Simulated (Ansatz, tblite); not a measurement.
# The cluster S4−: rung by rung

The task here is to estimate one member of a computed series from the others.

Computed with Ansatz 0.2.0, Gaussian basis. Level: as each input shows.

Plan: GFN1-xTB, GFN2-xTB, PBE-D4/def2-TZVPD, r2SCAN-D4/def2-TZVPD, r2SCANh-D4/def2-TZVPD, HSE06-D4/def2-TZVPD, PBE-QIDH/def2-TZVPD, HF/def2-TZVPD, revPBE-D4/def2-TZVPD, PBE-D4/def2-SVPD, PBE0-D4/def2-SVPD, CCSD(T)/def2-TZVPD, RPA/def2-TZVPD.

### The relaxed structure

The geometry is that of the doublet, from an earlier relaxation (PBE-D4/def2-TZVPD). At that level it is the lowest of the isomers that a small search found.

4 atoms, charge -1, spin multiplicity 2.

Bond lengths: S1–S3 1.970 Å, S2–S4 1.970 Å, S3–S4 2.249 Å. Angles: S1–S3–S4 106.5°, S2–S4–S3 106.5°.

The ion is computed in the gas phase, without counter-ions or solvent.

PBE0-D4/def2-TZVPD was run before; its log isn't repeated, and its numbers join the tables.

The first run:

Tight binding, by tblite at 300 K electronic temperature and without a spin-polarisation term:

```python
tblite.interface.Calculator('GFN1-xTB', numbers, positions, charge=-1, uhf=1).singlepoint()
```

Tight binding, by tblite at 300 K electronic temperature and without a spin-polarisation term:

```python
tblite.interface.Calculator('GFN2-xTB', numbers, positions, charge=-1, uhf=1).singlepoint()
```

start.molden holds the orbitals of an earlier run on this state, given as this run's starting guess.

in.yaml reads:

```yaml
crystal:
  periodic: [false, false, false]
  atoms:
    - {symbol: S, position_ang: [-0.663794, 1.813142, 0.004115]}
    - {symbol: S, position_ang: [1.893022, -0.379710, -0.020310]}
    - {symbol: S, position_ang: [-1.467984, 0.015182, 0.016384]}
    - {symbol: S, position_ang: [0.238755, -1.448615, -0.000190]}
basis:
  gaussian: {orbitals: def2-TZVPD, initial_orbitals: start.molden}
total_charge: -1
magnetization: {spin_polarized: true, initial_magnetization: 1}
hamiltonian: {xc: pbe, dispersion: d4}
scf: {omitted_lower_state_checks: [starts]}
output: {orbitals: {seedname: orbitals}}
```

On the command line:

```bash
ansatz run in.yaml --threads 4 --pin off --events-out ev --progress --plain --max-ram 3916MiB
```

Steps of the session up to this table: PBE-D4/def2-TZVPD; r2SCAN-D4/def2-TZVPD; r2SCANh-D4/def2-TZVPD; HSE06-D4/def2-TZVPD; PBE-QIDH/def2-TZVPD; HF/def2-TZVPD; revPBE-D4/def2-TZVPD; PBE-D4/def2-SVPD; PBE0-D4/def2-SVPD; CCSD(T)/def2-TZVPD; RPA/def2-TZVPD.

One of the session's tables, all rows but one given; the rest of the session is left out.

It belongs to the step «Levels side by side». 

| level | HOMO (eV) | LUMO (eV) | gap (eV) |
| --- | --- | --- | --- |
| HF/def2-TZVPD | -2.86 | 4.14 | 7.00 |
| PBE-D4/def2-SVPD | 0.14 | 0.64 | 0.50 |
| PBE-D4/def2-TZVPD | 0.19 | 0.71 | 0.52 |
| revPBE-D4/def2-TZVPD | 0.22 | 0.76 | 0.54 |
| r2SCAN-D4/def2-TZVPD | -0.04 | 0.73 | 0.77 |
| r2SCANh-D4/def2-TZVPD | ? | ? | ? |
| PBE0-D4/def2-SVPD | -1.04 | 1.10 | 2.14 |
| PBE0-D4/def2-TZVPD | -0.98 | 1.20 | 2.18 |
| HSE06-D4/def2-TZVPD | -0.58 | 0.85 | 1.43 |

**Question.** Estimate the row for r2SCANh-D4/def2-TZVPD.

As computed: HOMO (eV): -0.48; LUMO (eV): 0.92; gap (eV): 1.41. In the column «HOMO (eV)» it lies between HSE06-D4/def2-TZVPD (-0.58) and r2SCAN-D4/def2-TZVPD (-0.04).
